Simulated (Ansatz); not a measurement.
Geometry optimisation, RKS PBE/def2-SVP (Ansatz 0.2.0).

The input (input.yaml):

```yaml
crystal:
  periodic: [false, false, false]
  atoms:
    - { symbol: B, position_ang: [0.212272, -0.036729, 0.331495] }
    - { symbol: H, position_ang: [0.041486, -0.31616, 1.477991] }
    - { symbol: C, position_ang: [1.72081, 0.028238, -0.107108] }
    - { symbol: H, position_ang: [2.173182, -0.970281, 0.087608] }
    - { symbol: H, position_ang: [1.930205, 0.318877, -1.154463] }
    - { symbol: H, position_ang: [2.256519, 0.719659, 0.579976] }
    - { symbol: Cl, position_ang: [-1.163774, 0.256297, -0.715598] }
basis:
  gaussian: { orbitals: def2-SVP }
hamiltonian:
  xc: pbe
relax:
  f_tol: 0.03
  max_steps: 50
```

Command:

```bash
$ ansatz run input.yaml --threads 1 --pin off --max-ram 2048MiB --backend cpu --events-out ev --progress --plain --runs-dir out
```

Q: Where does it end, and by what steps?

A: It converged. After 4 steps the energy has fallen by 0.047 eV; H2 moved furthest, 0.11 Å.

```tsv
step	energy less start (eV)	largest force component (eV/Å)	accepted
0	0.0000	0.863	yes
1	-0.0407	0.409	yes
2	-0.0459	0.131	yes
3	-0.0452	0.173	no
4	-0.0466	0.006	yes
```

```xyz
7
Properties=species:S:1:pos:R:3
B 0.243 -0.048 0.367
H -0.063 -0.332 1.509
C 1.726 0.026 -0.107
H 2.209 -0.961 0.072
H 1.874 0.315 -1.165
H 2.286 0.731 0.549
Cl -1.104 0.269 -0.726
```

Whether the end is a true minimum wasn't checked by a vibrational analysis.

The run took 4.4 s on 1 thread of Intel(R) Xeon(R) 6975P-C (Granite Rapids) (shared host), peak memory 0.14 GiB.
